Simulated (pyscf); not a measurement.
Single points on ωB97X-D3(BJ)/def2-SVP structures (PySCF, gas phase).

Problem. Estimate by transition-state theory (the high-pressure limit) the rate constant of F–CH•–F + H₂C=CH₂ → •H₂C–CH₂–CH(F)–F (doublet surface; none broken, C–C formed) at 900 K, with ωB97M-D3(BJ)/def2-TZVP energies (ideal gas, 1 atm, RRHO with modes under 100 cm⁻¹ raised to 100, one conformer, R ln 2 for rigid chiral ones; no tunnelling).

Solution. The electronic barrier is 3.9 kcal/mol and the thermal terms add +30.2, so ΔG‡ = 34.0 kcal/mol. With k_BT/h = 1.88e+13 s⁻¹ and RT = 1.788 kcal/mol, and a volume of 1.23e-19 cm³ per molecule at 1 atm, k = 1.2e-14 cm³ molecule⁻¹ s⁻¹. The product is born with the 35 kcal/mol of the reverse barrier and needs collisions to keep. Wigner's tunnelling factor for 362i cm⁻¹ would be 1.01. A shift of 1 kcal/mol in the barrier changes k by a factor 1.7. One saddle was located; it need not be the lowest between these sides.
